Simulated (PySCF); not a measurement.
# [C4H8O]+: g tensor and hyperfine couplings

Compound: C₄H₈O (charge +1 and doublet state).
Geometry (GFN2-xTB, Å), atoms numbered from 1 in this order:
```xyz
13
C4H8O angstrom
C      1.607    0.693   -0.119
C      1.090   -0.350    0.513
C     -0.151   -1.063    0.073
C     -1.258    0.008   -0.041
O     -1.034    0.820   -1.129
H      1.020    1.239   -0.859
H      2.618    1.047    0.025
H      1.544   -0.733    1.424
H     -0.002   -1.510   -0.912
H     -0.444   -1.833    0.782
H     -1.385    0.570    0.894
H     -2.180   -0.586   -0.203
H     -1.429    1.699   -1.037
```

The hyperfine couplings belong to this conformer and change with its torsions.

As a line formula: `[CH2+][CH]CCO` [radical] (charge +1).

Level of theory: UKS B3LYP, pcH-1 on C H O, non-relativistic, mean-field spin-orbit, GIAO (PySCF). Geometry: GFN2-xTB, one conformer, isolated ion. Couplings are sensitive to structure, and on GFN2-xTB geometries they can be far from those on DFT ones, by a factor of two or more for some ions and for spin on atoms past the first row. The frame is twisted about the C1–C2 bond at this geometry (dihedral H6–C1–C2–C3 = 15°); couplings at other torsion angles weren't computed. No stability test was run, so a lower SCF solution isn't excluded.

```
g1, g2, g3                      : 2.00224, 2.00369, 2.00520
g_iso                           : 2.00371
Form of g                       : rhombic: the two nearest values differ by 49 % of g3 − g1
⟨S²⟩                            : 0.7548 (exact 0.7500)
α and β electrons               : 20, 19
HOMO–LUMO gap, α and β orbitals : 6.72, 2.12 eV
Basis functions                 : 205
```

Hyperfine couplings atom by atom, in MHz; T1 to T3 are the principal values of the dipolar part; ρ(0) is the spin density at the nucleus:

```json
{"atom": "C1", "isotope": "13C", "a_iso": "19.0", "T1": "-37.8", "T2": "-35.2", "T3": "73.0", "Mulliken spin population": "0.43", "ρ(0) (bohr⁻³)": "0.0169"}
{"atom": "C2", "isotope": "13C", "a_iso": "-0.4", "T1": "-26.8", "T2": "-18.3", "T3": "45.1", "Mulliken spin population": "0.20", "ρ(0) (bohr⁻³)": "-0.0003"}
{"atom": "C3", "isotope": "13C", "a_iso": "-8.2", "T1": "-11.0", "T2": "-9.3", "T3": "20.3", "Mulliken spin population": "0.05", "ρ(0) (bohr⁻³)": "-0.0073"}
{"atom": "C4", "isotope": "13C", "a_iso": "6.7", "T1": "-12.8", "T2": "-11.0", "T3": "23.8", "Mulliken spin population": "0.05", "ρ(0) (bohr⁻³)": "0.0059"}
{"atom": "O5", "isotope": "17O", "a_iso": "-18.9", "T1": "-58.3", "T2": "28.7", "T3": "29.6", "Mulliken spin population": "0.17", "ρ(0) (bohr⁻³)": "0.0312"}
{"atom": "H6", "isotope": "1H", "a_iso": "28.5", "T1": "-15.9", "T2": "-12.4", "T3": "28.3", "Mulliken spin population": "0.00", "ρ(0) (bohr⁻³)": "0.0064"}
{"atom": "H7", "isotope": "1H", "a_iso": "18.5", "T1": "-17.3", "T2": "-7.0", "T3": "24.3", "Mulliken spin population": "0.00", "ρ(0) (bohr⁻³)": "0.0041"}
{"atom": "H8", "isotope": "1H", "a_iso": "45.9", "T1": "-10.5", "T2": "-7.7", "T3": "18.2", "Mulliken spin population": "0.01", "ρ(0) (bohr⁻³)": "0.0103"}
{"atom": "H9", "isotope": "1H", "a_iso": "14.0", "T1": "-4.3", "T2": "-3.2", "T3": "7.6", "Mulliken spin population": "0.00", "ρ(0) (bohr⁻³)": "0.0031"}
{"atom": "H10", "isotope": "1H", "a_iso": "-5.3", "T1": "-6.0", "T2": "-1.8", "T3": "7.8", "Mulliken spin population": "0.00", "ρ(0) (bohr⁻³)": "-0.0012"}
{"atom": "H11", "isotope": "1H", "a_iso": "8.1", "T1": "-6.4", "T2": "-3.1", "T3": "9.5", "Mulliken spin population": "0.00", "ρ(0) (bohr⁻³)": "0.0018"}
{"atom": "H12", "isotope": "1H", "a_iso": "217.7", "T1": "-6.7", "T2": "-6.0", "T3": "12.8", "Mulliken spin population": "0.09", "ρ(0) (bohr⁻³)": "0.0487"}
{"atom": "H13", "isotope": "1H", "a_iso": "-7.2", "T1": "-13.9", "T2": "-4.8", "T3": "18.7", "Mulliken spin population": "0.00", "ρ(0) (bohr⁻³)": "-0.0016"}
```

The largest Mulliken spin populations are on C1 (+0.43), C2 (+0.20), O5 (+0.17) and H12 (+0.09). Three atoms exceed +0.15.

The SMILES `[CH2+][CH]CCO` draws the unpaired electron on C2, whose computed spin population is only +0.20.

Under fast tumbling the dipolar parts average out, and these isotropic splittings remain: 2 × 1H (H11/H12, I = 1/2, 3 lines) with 4.03 mT, 1 × 1H (H8, I = 1/2, 2 lines) with 1.64 mT, 1 × 1H (H6, I = 1/2, 2 lines) with 1.02 mT, 1 × 1H (H7, I = 1/2, 2 lines) with 0.66 mT, 1 × 1H (H13, I = 1/2, 2 lines) with 0.26 mT and 2 × 1H (H9/H10, I = 1/2, 3 lines) with 0.15 mT.

Means are taken over nuclei equivalent by connectivity, which assumes that they swap fast. H6 and H7 aren't averaged: C1 is flat or nearly so (angle sum 360°), and its turn about the short C1–C2 bond (1.32 Å) is taken as slow. The 1H value of +112.9 MHz is a mean of couplings from 8.1 to 217.7 MHz in this one geometry, not an average over conformers. The 1H value of +4.3 MHz is a mean of couplings from -5.3 to 14.0 MHz in this one geometry, not an average over conformers.

The 13C coupling of C1 (19.0 MHz) shows only in satellite lines or after enrichment, since that isotope makes up about 1.07 % of natural carbon.

The 17O coupling of O5 (-18.9 MHz) shows only in satellite lines or after enrichment, since that isotope makes up about 0.038 % of natural oxygen.

The spin density at the nucleus, in bohr⁻³, is negative for C3 (-0.0073) and H13 (-0.0016), for instance. A restricted open-shell determinant has no negative spin density anywhere; here it arises because α and β orbitals differ (spin polarisation).
